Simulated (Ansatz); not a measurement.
Results of r²SCAN (plane waves, PAW; Ansatz, a quantum-chemistry and plane-wave program) for rock-salt TiC.

Run with plane-wave cutoff 600 eV, 26×26×26 k mesh, Fermi–Dirac smearing 0.062 eV (set by the program), no spin polarisation, scalar-relativistic PAW data made under PBE.

Computed at the level's own relaxed cell.

Hill averages of the elastic tensor: K = 262.5 GPa, G = 194.1 GPa. Volume 10.132 Å³/atom, mean atomic mass 29.939 u.

Q: Work out the density, the sound velocities of a polycrystal and the elastic Debye temperature, and Pugh's ratio at this level.

A: ρ = 1.66054 × 29.939/10.132 = 4.907 g/cm³. v_l = √[(K + 4G/3)/ρ] = 10.307 km/s and v_t = √(G/ρ) = 6.289 km/s. The mean follows from 3/v_m³ = 1/v_l³ + 2/v_t³: v_m = 6.946 km/s. Θ_D = (ħ/k_B) v_m (6π²/V)^(1/3) = 76.38 K Å s/km × 6.946 × 1.8013 Å⁻¹ = 956 K, counting all atoms of the cell. K/G = 1.35, to be set beside Pugh's rough bound of 1.75 between brittle and ductile metals.
